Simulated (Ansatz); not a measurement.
`CC[SiH]` + H₂ → `C[SiH]` + CH₄ at 400 K and 1 bar (hydrogenolysis of a C–C bond).

Calculated with Ansatz (gas phase, PBE0-D4/def2-TZVP geometries, no zero-point term in ΔE). CBS: MP2 limit from def2 TZ/QZ plus the TZ coupled-cluster correction, frozen cores. This one scheme is used for every species.

```tsv
species	CCSD(T)/CBS energy (Eh)	H − E (kJ/mol)	S (J/(mol·K))
`CC[SiH]`	-368.72354	210.2	315.9
H₂	-1.17544	38.0	139.0
`C[SiH]`	-329.46712	128.7	279.3
CH₄	-40.46206	131.3	197.2
```

H − E and S are ideal-gas, rigid-rotor, harmonic terms from PBE0-D4/def2-TZVP, for one conformer and one mirror image of each species. The MP2-based limit puts H₂ 0.8 mEh under its directly extrapolated value; such offsets cancel only in part. 1 Eh = 2625.50 kJ/mol, R = 8.31446 J/(mol·K).

Problem. By hand: ΔE, ΔH, ΔS and ΔG.

Solution. ΔE = (-329.46712) + (-40.46206) − (-368.72354) − (-1.17544) = -0.03020 Eh = -79.3 kJ/mol. Δ(H − E) = 128.7 + 131.3 − 210.2 − 38.0 = 11.8, so ΔH = -67.5 kJ/mol. ΔS = 279.3 + 197.2 − 315.9 − 139.0 = 21.6 J/(mol·K). ΔG = -67.5 − 400 × (21.6)/1000 = -76.1 kJ/mol.

Problem. By hand: the equilibrium constant, and the temperature at which ΔG would vanish if ΔH and ΔS stayed fixed.

Solution. log₁₀ K = −ΔG/(RT ln 10) = 9.9. ΔH and −TΔS have one sign here, so there is no such temperature.

ΔH outweighs TΔS. A doubt of 5 kJ/mol in ΔE shifts log₁₀ K by 0.7 here. Other conformers and mirror images would add mixing entropy, several J/(mol·K) or more a flexible species. These are equilibria of isolated gas molecules and say nothing of rates. Largest T1 diagnostic: 0.012 (customary marks: 0.02 for closed shells, 0.045 for open ones).
